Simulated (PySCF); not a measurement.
Compound: AlH4 (charge -1).
Structure used (PBE0-D3(BJ)/def2-SVP), in Å, numbered top down from 1:
```
atom  x, y, z in Å
Al1   -0.006   -0.002   -0.001
H2     0.615    1.191   -0.958
H3    -1.097    0.649    1.053
H4     1.216   -0.720    0.846
H5    -0.758   -1.128   -0.944
```

The calculation used PBE0-D3(BJ)/def2-SVP geometry optimisation, gas phase (PySCF 2.14.0).

Task: Which atoms are bound to Al1, and at what distances?

Result: 4 atoms: H4 1.651 Å, H2 1.651 Å, H5 1.651 Å, H3 1.651 Å.

Task: What is the shape at Al1?

Result: Tetrahedral: all angles 109.5°; τ4 = (360° − α − β)/141° = 1.00 with α and β the two widest (0 for a square, 1 for a tetrahedron).

Task: What are the rotational constants (commonest isotopes, rigid rotor)?

Result: A = 69025, B = 69003, C = 69000 MHz: a spherical top.

Point group: Td (every atom within 0.08 Å of its image). Charge -1, singlet. The geometry's basis has no diffuse functions, a weakness for an anion. Stationary, but not proved a minimum.

On one thread, Arm Neoverse V1 (aarch64), no GPU, shared host, this took 1.4 s wall and 0.25 GiB of memory at its peak. This is the geometry optimisation.
